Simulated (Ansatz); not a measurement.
```yaml
crystal:
  periodic: [false, false, false]
  atoms:
    - {symbol: Ga, position_ang: [-0.925879, -0.680195, -0.005796]}
    - {symbol: P, position_ang: [0.380706, 1.566861, 0.014098]}
    - {symbol: P, position_ang: [1.610456, -0.053722, -0.001176]}
    - {symbol: H, position_ang: [2.858609, 0.553254, 0.003816]}
basis:
  gaussian: {orbitals: def2-TZVP}
hamiltonian: {xc: pbe0}
relax: {f_tol: 0.004, max_steps: 80}
```

```sh
$ ansatz run in.yaml --threads 1 --pin off --events-out ev --progress --plain --max-ram 2176MiB
```

Steps of the relaxation (energy above the last step; positions in Å, forces in eV/Å):

```
4
step 1, 50.3 meV
Ga   -0.926   -0.680   -0.006    0.174    0.345    0.003
P     0.381    1.567    0.014   -0.133   -0.711   -0.006
P     1.610   -0.054   -0.001   -0.934    0.191    0.002
H     2.859    0.553    0.004    0.893    0.175    0.001
```

```
4
step 2, 10.0 meV
Ga   -0.923   -0.647   -0.005   -0.027   -0.158   -0.001
P     0.307    1.528    0.014    0.284    0.111    0.001
P     1.612   -0.010   -0.001   -0.467   -0.187   -0.002
H     2.927    0.516    0.003    0.210    0.235    0.002
```

```
4
step 3, 0.4 meV
Ga   -0.925   -0.654   -0.006   -0.008   -0.027    0.000
P     0.334    1.532    0.014   -0.025    0.069    0.001
P     1.602   -0.028   -0.001   -0.018   -0.050    0.000
H     2.913    0.536    0.004    0.051    0.009    0.000
```

```
4
step 4, 0.1 meV
Ga   -0.925   -0.656   -0.006    0.002   -0.009    0.000
P     0.332    1.536    0.014    0.005    0.005    0.000
P     1.601   -0.027   -0.001   -0.017    0.008    0.000
H     2.916    0.534    0.004    0.010   -0.004    0.000
```

```
4
step 6, 0.0 meV
Ga   -0.921   -0.659   -0.006    0.000   -0.002    0.000
P     0.331    1.539    0.014    0.002    0.001    0.000
P     1.598   -0.024   -0.001   -0.003    0.003    0.000
H     2.916    0.530    0.004    0.002   -0.001    0.000
```

Close pairs at the end: P3–H4 1.430 Å, P2–P3 2.012 Å, Ga1–P2 2.530 Å, Ga1–P3 2.598 Å.

A stationary point of restricted PBE0 after 6 steps (its stability towards spin polarisation wasn't tested); no frequencies were run, so it isn't proven a minimum. 30 s on 1 thread of Intel Xeon Platinum 8488C, shared host.
